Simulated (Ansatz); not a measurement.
Geometry optimisation, RKS CAM-B3LYP/def2-SVP in Ansatz 0.2.0.

Input file:

```yaml
crystal:
  periodic: [false, false, false]
  atoms:
    - { symbol: Si, position_ang: [-0.776462, -0.024553, 0.190762] }
    - { symbol: H, position_ang: [1.500272, 0.104005, 1.567035] }
    - { symbol: F, position_ang: [1.940459, -0.093693, 0.776629] }
    - { symbol: F, position_ang: [-0.79005, 1.250135, -0.827753] }
    - { symbol: H, position_ang: [-0.692319, -1.129894, -0.870273] }
basis:
  gaussian: { orbitals: def2-SVP }
hamiltonian:
  xc: cam_b3lyp
relax:
  f_tol: 0.03
  max_steps: 50
```

Command:

```bash
$ ansatz run input.yaml --threads 1 --pin off --max-ram 2048MiB --backend cpu --events-out ev --progress --plain --runs-dir out
```

Where does it end, and by what steps?

It converged. After 26 steps the energy has fallen by 0.300 eV; H2 moved furthest, 1.02 Å.

| step | energy less start (eV) | largest force component (eV/Å) | accepted |
| --- | --- | --- | --- |
| 0 | 0.0000 | 0.265 | yes |
| 1 | -0.0192 | 1.874 | yes |
| 2 | -0.1016 | 0.666 | yes |
| 3 | -0.1143 | 1.023 | yes |
| 4 | -0.0851 | 1.575 | no |
| 5 | -0.1309 | 0.101 | yes |
| 6 | -0.1378 | 0.080 | yes |
| 7 | -0.1404 | 0.198 | yes |
| 8 | -0.1414 | 0.165 | yes |
| 9 | -0.1420 | 0.210 | yes |
| 10 | -0.1430 | 0.192 | yes |
| 11 | -0.1464 | 0.063 | yes |
| 12 | -0.1487 | 0.251 | yes |
| 13 | -0.1251 | 1.695 | no |
| 14 | -0.1548 | 0.201 | yes |
| 15 | -0.1676 | 0.325 | yes |
| 16 | -0.1571 | 1.938 | no |
| 17 | -0.1801 | 0.488 | yes |
| 18 | -0.1995 | 0.482 | yes |
| 19 | -0.2305 | 0.478 | yes |
| 20 | -0.2491 | 1.468 | yes |
| 21 | -0.2792 | 0.875 | yes |
| 22 | -0.2930 | 0.235 | yes |
| 23 | -0.2959 | 0.065 | yes |
| 24 | -0.2981 | 0.079 | yes |
| 25 | -0.2993 | 0.038 | yes |
| 26 | -0.2996 | 0.013 | yes |

```xyz
5
Properties=species:S:1:pos:R:3
Si -0.871 -0.227 0.247
H 1.305 0.505 0.646
F 1.197 -0.336 1.065
F -0.122 1.216 -0.195
H -0.328 -1.052 -0.926
```

Time of the run: 37 s on 1 thread of Arm Neoverse V1, with other jobs on the host, peak memory 0.11 GiB.
